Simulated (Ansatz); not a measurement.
# Which is lower?

Two relaxed structures of Si₂NH₆ (charge +1), closed shell (PBE0-D4/def2-TZVP; forces vanish, vibrations not checked).

A:

N1  (0.169, 0.562, -0.007)
Si2  (-0.884, 0.829, -1.231)
Si3  (0.498, -0.991, 0.871)
H4  (-1.681, -0.308, -1.706)
H5  (-0.993, 2.177, -1.804)
H6  (0.715, 1.360, 0.311)
H7  (1.924, -1.297, 0.649)
H8  (-0.417, -1.944, 0.208)
H9  (0.164, -0.744, 2.286)
(Å)

B:

```
9
angstrom
N -0.8985 0.9649 -1.2928
Si 0.1941 0.8135 -0.0655
Si 0.5519 -1.2494 1.0159
H -1.4636 0.2029 -1.6441
H -1.0776 1.8348 -1.7794
H 0.8558 2.1047 0.2109
H 1.9878 -1.5181 0.7832
H -0.3684 -2.1904 0.3436
H 0.2184 -0.9628 2.4282
```

Ansatz 0.2.0; basis: def2-TZVPP; cores frozen in the correlated methods. B3LYP uses VWN-RPA correlation.

Problem. Which structure is lower at CCSD(T), and by how much? (Judge from chemistry; the value comes from the calculation.)

Solution. By the calculation: A, by 15.2 kJ/mol (electronic energy, against the other). By their contacts, A is Si₂NH₆ ([SiH2][NH][SiH3]), total charge +1 and B is Si₂NH₆ ([NH2][SiH][SiH3]), total charge +1.

Problem. Do the other methods give the same order? (A judgement: the text doesn't fix the answer.)

Solution. By the calculation: Not all: PBE-D4, PBE0-D4 give the other order.

```json
{"method": "PBE-D4", "E(B) − E(A) (kJ/mol)": "-8.4"}
{"method": "r2SCAN-D4", "E(B) − E(A) (kJ/mol)": "3.8"}
{"method": "PBE0-D4", "E(B) − E(A) (kJ/mol)": "-2.7"}
{"method": "B3LYP-D4", "E(B) − E(A) (kJ/mol)": "9.3"}
{"method": "wB97M-V", "E(B) − E(A) (kJ/mol)": "13.4"}
{"method": "HF", "E(B) − E(A) (kJ/mol)": "25.5"}
{"method": "MP2", "E(B) − E(A) (kJ/mol)": "24.3"}
{"method": "CCSD", "E(B) − E(A) (kJ/mol)": "16.4"}
{"method": "CCSD(T)", "E(B) − E(A) (kJ/mol)": "15.2"}
```

No T1 diagnostic of these runs exceeds 0.016.

Labels in which every atom is bracketed show which atoms are joined, not bond orders.

For scale, one of the runs: CCSD(T)/def2-TZVPP, 199 basis functions, launched by `ansatz run in.yaml --threads 2 --pin off --events-out ev --progress --plain --max-ram 4352MiB`. Time: 13 s of wall clock on 2 CPU threads of an AMD EPYC 9R45; the host was shared. Peak host memory: 2.2 GiB.
